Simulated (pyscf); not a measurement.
Single points on ωB97X-D3(BJ)/def2-SVP structures (PySCF, gas phase).

### Question
Estimate by transition-state theory (the high-pressure limit) the rate constant of O=Os(=O)(=O)(OH)–F (SMILES [O]=[Os](=[O])(=[O])([OH])[F]) → O=Os(=O)(=O)=O (SMILES [O]=[Os](=[O])(=[O])=[O]) + HF (SMILES F) (singlet surface; F–Os, H–O broken, F–H formed) at 900 K, with ωB97M-D3(BJ)/def2-TZVP energies (ideal gas, 1 atm, RRHO with modes under 100 cm⁻¹ raised to 100, one conformer, R ln 2 for chiral ones without a mode under 150 cm⁻¹; no tunnelling).

### Answer
The electronic barrier is 10.0 kcal/mol and the thermal terms add -0.9, so ΔG‡ = 9.1 kcal/mol. With k_BT/h = 1.88e+13 s⁻¹ and RT = 1.788 kcal/mol, k = 1.2e+11 s⁻¹; so small a molecule is far into fall-off at 1 atm, where the true rate is lower. Wigner's tunnelling factor for 956i cm⁻¹ would be 1.10. A shift of 1 kcal/mol in the barrier changes k by a factor 1.7. This is the saddle that the search found; another between the same sides may lie lower. Elements past Kr carry the def2 core potentials, without spin-orbit coupling.
